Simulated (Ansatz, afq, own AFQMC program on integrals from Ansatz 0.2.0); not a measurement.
# BH₂⁻, triplet in aug-cc-pVTZ, levels against CCSDT(Q)

```csv
atom,x (Å),y (Å),z (Å)
B,0.0000,-0.0819,0.0000
H,0.0000,0.4392,-1.0911
H,0.0000,0.4392,1.0911
```

Basis aug-cc-pVTZ. Noble-gas cores (and the filled d shells of Ga–Kr and In–Xe) are frozen. Integrals, coupled cluster, full CI and functionals: Ansatz 0.2.0; the random walks run on the same integrals in our own AFQMC program. The CISD trial takes its coefficients from CCSD amplitudes. Released means that phaseless walkers are propagated on without the constraint, phases kept. Free AFQMC starts from the CCSD state and is never constrained. Its projection time is finite, and what remains of the start isn't in its error. Uncertainties: one standard error, sampling alone.

Determinant: UHF, the one that the program's search chose, which needn't be the lowest solution. The geometry is a PBE0/def2-TZVPD stationary point of this or a neighbouring charge and spin state.

No full CI on the walks' own integrals is used here; CCSDT(Q) serves as the reference and is uncertain by about the last step of the cluster series.

The T1 diagnostic is 0.0209. The weight of the determinant in the CISD state is 0.928 and the ⟨S²⟩ of the determinant is 2.009. The size of the correlated space is 6 electrons in 91 orbitals.

```tsv
level	correlation energy (eV)
MP2	-2.8385
CCSD	-3.3494
CCSD(T)	-3.4589
```

(1) Estimate where free-projection AFQMC lies against CCSD(T) on the same integrals.

(1) 19.3 ± 3.5 meV below CCSD(T).

Reference: CCSDT(Q), correlation energy -3.482 eV. The released energy is read at 2.40 1/Eh (meV from the phaseless value at times in 1/Eh: -5 ± 3 at 0.24, -5 ± 3 at 0.51, -9 ± 3 at 0.99, -9 ± 3 at 1.62, -5 ± 3 at 2.40).

```json
{"level": "CCSD(T)", "E − E(reference) (meV)": "23.3", "share of correlation (%)": "99.33"}
{"level": "CCSDT", "E − E(reference) (meV)": "3.5", "share of correlation (%)": "99.90"}
{"level": "ph-AFQMC/HF", "E − E(reference) (meV)": "61.2 ± 19.6", "share of correlation (%)": "98.24"}
{"level": "ph-AFQMC/CISD", "E − E(reference) (meV)": "9.5 ± 3.6", "share of correlation (%)": "99.73"}
{"level": "released AFQMC", "E − E(reference) (meV)": "4.4 ± 3.4", "share of correlation (%)": "99.87"}
{"level": "free AFQMC", "E − E(reference) (meV)": "4.1 ± 3.5", "share of correlation (%)": "99.88"}
```

Free projections are given only where their last times agree within the noise and don't stop above the reference; a slow remainder of the start can still hide under it. A walk keeps the symmetry of its determinant, which the program's search chose and which needn't be the lowest solution, so a lower state of the same spin and another symmetry isn't excluded. Released energies are given only where the last usable release times agree within the noise; a slower fall can still hide under it.
